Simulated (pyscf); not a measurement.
Elementary routes open to O=V(F)(F)–F + H₂ in the gas phase (singlet surface):
A. HO–VH(F)(F)–F (H–H broken; H–O, H–V formed)
B. O=VH(F)–F + HF (F–V, H–H broken; H–V, F–H formed)

Optimised with ωB97X-D3(BJ)/def2-SVP in PySCF.

Problem. Rank the routes by free-energy barrier at 900 K, lowest first, for ωB97M-D3(BJ)/def2-TZVP energies (ideal gas, 1 atm, RRHO with modes under 100 cm⁻¹ raised to 100, one conformer, R ln 2 for chiral ones without a mode under 150 cm⁻¹).

Solution. B (63.4 kcal/mol), A (74.6 kcal/mol)

Route B is the fastest of these, ahead of the next by 11.2 kcal/mol. The most stable products are those of B (ΔG = +23.0 kcal/mol), so kinetics and thermodynamics agree. At 298 K B is still the fastest. A: On the product side the descent ends in a point that may be a rotor saddle (no frequency run), 4.1 kcal/mol over the lowest minimum found and 20.6 kcal/mol under the saddle at ωB97X-D3(BJ)/def2-TZVP. Only these routes are compared; each barrier is that of the saddle found, and lower ones may exist.
